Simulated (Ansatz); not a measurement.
Species: CH3, SMILES `[CH3]` (charge 0, multiplicity 2), formula CH₃.

Q: How many basis functions does frozen-core CCSD(T)/def2-TZVPP // B3LYP-D3(BJ)/def2-TZVP in Ansatz (a quantum-chemistry and plane-wave program) use, how many core orbitals are frozen, and how many electrons are correlated?

A: 73 basis functions and 1 frozen orbitals, which leaves 7 correlated electrons. Core time is of the order of seconds.
